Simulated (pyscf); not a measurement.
Structures and frequencies: ωB97X-D3(BJ)/def2-SVP in PySCF.

Q: Estimate by transition-state theory the rate constant of H₃C–GeH₂–Cl (SMILES [CH3][GeH2][Cl]) + H₂ (SMILES [H][H]) → H₃C–GeH₃ (SMILES [CH3][GeH3]) + HCl (SMILES Cl) (singlet surface; Cl–Ge, H–H broken, Ge–H, Cl–H formed) at 1200 K, with ωB97M-D3(BJ)/def2-TZVP energies (ideal gas, 1 atm, RRHO with modes under 100 cm⁻¹ raised to 100, one conformer, R ln 2 for chiral ones without a mode under 150 cm⁻¹; no tunnelling).

A: The electronic barrier is 51.1 kcal/mol and the thermal terms add +35.0, so ΔG‡ = 86.1 kcal/mol. With k_BT/h = 2.50e+13 s⁻¹ and RT = 2.385 kcal/mol, and a volume of 1.64e-19 cm³ per molecule at 1 atm, k = 8.4e-22 cm³ molecule⁻¹ s⁻¹. Wigner's tunnelling factor for 967i cm⁻¹ would be 1.06. A shift of 1 kcal/mol in the barrier changes k by a factor 1.5. One saddle was located; it need not be the lowest between these sides. Elements up to Kr have no core potential and no relativistic terms here.
